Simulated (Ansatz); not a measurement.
How methods differ on CH2NP (SMILES NC#P)

CH2NP: 5 atoms, total charge 0, spin state singlet. SMILES: `NC#P`. The shape is that of a GFN2-xTB optimisation.

```
atom    x (Å)    y (Å)    z (Å)
   N  -0.2497   0.4788  -0.3770
   C   0.3941  -0.4798   0.2710
   P   1.2234  -1.5949   0.9756
   H  -1.0463   0.2136  -0.9390
   H  -0.3215   1.3823   0.0694
```

Each level gives the energy change with the C2–P3 bond stretched from 1.558 to 3.895 Å (eV). The values are calculated.

```tsv
level	kind	program	value (eV)	CPU time (all runs)
HF/STO-3G (restricted)	Hartree–Fock	Ansatz	11.51	0.3 s
SVWN5/STO-3G (restricted)	LDA	Ansatz	11.12	3 s
revPBE/STO-3G (restricted)	GGA	Ansatz	10.04	5.2 s
r2SCAN/STO-3G (restricted)	meta-GGA	Ansatz	10.56	13 s
BHLYP/STO-3G (restricted)	global hybrid	Ansatz	10.98	2.5 s
CAM-B3LYP/STO-3G (restricted)	range-separated hybrid	Ansatz	11.15	2.9 s
wB97M-V/STO-3G (restricted)	range-separated hybrid	Ansatz	11.43	43 s
wB97X/STO-3G (restricted)	range-separated hybrid	Ansatz	11.57	16 s
B2PLYP/STO-3G (restricted)	double hybrid	Ansatz	9.21	3.5 s
MP2/STO-3G (restricted)	perturbation theory	Ansatz	8.91	0.65 s
```

The first shape isn't each level's own minimum. The values span 8.91 to 11.57 eV. All rows use very small basis sets, so none should be taken for the real molecule's value. In so small a basis fixed costs decide the times, and correlated methods can beat functionals. CPU times are rough (shared hosts, several kinds of processor and program).
